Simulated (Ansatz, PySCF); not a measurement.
Species: PH2, net charge -1, singlet state. Whether it binds its extra electron was not tested at this geometry. 
Coordinates optimised at B3LYP-D3(BJ)/def2-TZVP (Ansatz, a first-principles code):
```
P
H 1 1.4362
H 1 1.4362 2 91.78
```
Charge -1, spin multiplicity 1.

Total electronic energies in hartree. Correlated levels leave the core frozen unless marked. Spin-orbit coupling is left out. Non-relativistic. CBS marks a two-point X^-3 extrapolation of the correlation energy; Hartree-Fock from the larger set. The bracket is a focal-point correction in the basis named.

```csv
level,program,energy (Eh)
RI-HF/def2-QZVPP,Ansatz,-341.88989
B3LYP-D3(BJ)/def2-TZVPD,Ansatz + dftd3,-342.57643
PBE0/def2-SVP,Ansatz,-342.27706
PW6B95-D4/def2-TZVPD,PySCF + dftd4,-342.84179
M06-2X/def2-TZVPD,PySCF,[?]
LC-wPBE-D3(BJ)/def2-TZVPD,Ansatz + dftd3,-342.44679
LC-wPBE-D4/def2-TZVPD,Ansatz + dftd4,-342.44777
MP2/cc-pV(D+d)Z,Ansatz,-341.98907
MP2/aug-cc-pV(T+d)Z,Ansatz,-342.07277
MP2/def2-QZVPPD,Ansatz,-342.08096
RI-MP2/aug-cc-pV(Q+d)Z,Ansatz,-342.08675
SCS-MP2/6-31G*,Ansatz,-341.94462
CCSD(T)/cc-pVDZ,PySCF,-342.01320
"RI-MP2/CBS(def2-TZVPPD,def2-QZVPPD)+[CCSD(T)-MP2]/def2-TZVPPD",Ansatz,-342.1234
"CCSD(T)/CBS(aug-cc-pV(T+d)Z,aug-cc-pV(Q+d)Z)",Ansatz,-342.1235
```

Question: Fill in the missing entries.

Answer: 
- M06-2X/def2-TZVPD, energy (Eh): -342.52362
